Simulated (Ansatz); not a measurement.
```yaml
crystal:
  periodic: [false, false, false]
  atoms:
    - {symbol: Ti, position_ang: [0.000000, 0.000000, 0.000000]}
    - {symbol: S, position_ang: [0.000000, 0.000000, 2.500000]}
basis:
  gaussian: {orbitals: def2-TZVP}
total_charge: 1
magnetization: {spin_polarized: true, initial_magnetization: 5}
hamiltonian: {xc: pbe0}
relax: {f_tol: 0.004, max_steps: 80}
```

```sh
$ ansatz run in.yaml --threads 1 --pin off --events-out ev --progress --plain --max-ram 2176MiB
```

Steps of the relaxation (energy above the last step; positions in Å, forces in eV/Å):

```
2
step 1, 70.3 meV
Ti    0.000    0.000    0.000    0.000    0.000   -0.902
S     0.000    0.000    2.500    0.000    0.000    0.902
```

```
2
step 2, 3.6 meV
Ti    0.000    0.000   -0.066    0.000    0.000   -0.170
S     0.000    0.000    2.566    0.000    0.000    0.170
```

```
2
step 3, 0.3 meV
Ti    0.000    0.000   -0.081    0.000    0.000   -0.048
S     0.000    0.000    2.581    0.000    0.000    0.048
```

```
2
step 4, 0.0 meV
Ti    0.000    0.000   -0.088    0.000    0.000    0.001
S     0.000    0.000    2.588    0.000    0.000   -0.001
```

Close pairs at the end: Ti1–S2 2.676 Å.

A stationary point of unrestricted PBE0 after 4 steps, with ⟨S²⟩ = 8.756 against 8.75 for a pure state. 1.9 min on 1 thread of Intel Xeon Platinum 8488C, shared host.
